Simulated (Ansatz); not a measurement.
A calculation with Ansatz (development build ahead of 0.2.0).

```yaml
crystal:
  periodic: [false, false, false]
  atoms:
    - { symbol: C, position_ang: [-0.16765, 0.37243, -0.5794] }
    - { symbol: F, position_ang: [0.16733, -0.43608, 0.59966] }
    - { symbol: H, position_ang: [-0.81251, -0.28944, -1.17863] }
    - { symbol: H, position_ang: [-0.45151, 1.31385, -0.09344] }
    - { symbol: H, position_ang: [0.90256, 0.48722, -0.85436] }
basis:
  gaussian: { orbitals: def2-SVP }
total_charge: 1
magnetization:
  spin_polarized: true
  initial_magnetization: 1
hamiltonian:
  xc: hf
output:
  forces: true
```

The input is written out in the form of the current development build from the run's settings.

Results

| Property | Result |
| --- | --- |
| Converged | yes |
| Total energy | -138.47812 hartree |
| Spin squared of the determinant | 0.757 |
| Stability test | minimum |

Forces (eV/Å):
```
atom      Fx      Fy      Fz
  C1   0.793   0.542  -0.057
  F2   0.059  -0.903   1.121
  H3   0.270   0.801   0.177
  H4  -0.661  -0.288  -0.577
  H5  -0.461  -0.153  -0.664
```
